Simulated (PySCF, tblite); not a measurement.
# C₃H₅N, a complex of two parts: NMR shifts, interaction energy, infrared bands, spin-spin couplings and core binding energies

An exercise on one series of results from a longer session: the logs are not shown, and one member is left open.

Computed with tblite 0.8.0 and PySCF 2.14.0; each step states its level. No surroundings beyond the atoms listed, unless a continuum is named. Atoms count from 0, parts from 1.

### The system as given

9 atoms, charge 0, multiplicity 1; geometry: rigid parts in contact. Parts: 1 = atoms 0–2, `C#N`, charge 0; 2 = atoms 3–8, `C=C`, charge 0.

Set-up of the first run:

Job settings and geometry (Å):

```
{"job": {"kind": "dock", "xc": "GFN2-xTB", "basis": "xTB"}, "charge": 0, "multiplicity": 1, "parts": [{"atoms": "0-2", "charge": 0, "multiplicity": 1}, {"atoms": "3-8", "charge": 0, "multiplicity": 1}]}
C     -0.026384     0.000448     0.000110
N      1.111073    -0.019583    -0.004914
H     -1.084690     0.019135     0.004804
C     -0.041105     0.779727     2.726849
C     -1.277949     1.208201     2.587728
H      0.185107    -0.183213     3.154940
H      0.806146     1.370982     2.419980
H     -2.125142     0.617363     2.895400
H     -1.504073     2.170823     2.159060
```

Method: GFN2-xTB search for minima from random contacts, gas phase.

Started as:

```console
$ OMP_NUM_THREADS=1 python cluster_run.py task.json out
```

This one command runs all jobs of the session in turn.

Among the steps run: Docking the parts with GFN2-xTB; Geometry optimisation at PBE0-D3(BJ)/def2-TZVPD; NMR shieldings: PBE0/pcSseg-2; Coupled-cluster interaction energy: CCSD(T) and MP2.

One table of the session follows, with a row left open; its other results are not shown here.

It belongs to the step «Coupled-cluster interaction energy: CCSD(T) and MP2». 

| method | interaction energy (kcal/mol) |
| --- | --- |
| HF/aug-cc-pVDZ | -1.13 |
| MP2/aug-cc-pVDZ | -2.12 |
| CCSD/aug-cc-pVDZ | -1.71 |
| CCSD(T)/aug-cc-pVDZ | ? |
| HF/aug-cc-pVQZ | -1.19 |
| MP2/aug-cc-pVQZ | -2.53 |
| SCS-MP2/aug-cc-pVQZ | -2.09 |
| MP2, extrapolated | -2.59 |
| CCSD(T), limit estimate | -2.37 |

Q: Estimate the row for CCSD(T)/aug-cc-pVDZ from the others.

The run gave: interaction energy (kcal/mol): -1.90. In the column «interaction energy (kcal/mol)» it lies between SCS-MP2/aug-cc-pVQZ (-2.09) and CCSD/aug-cc-pVDZ (-1.71).
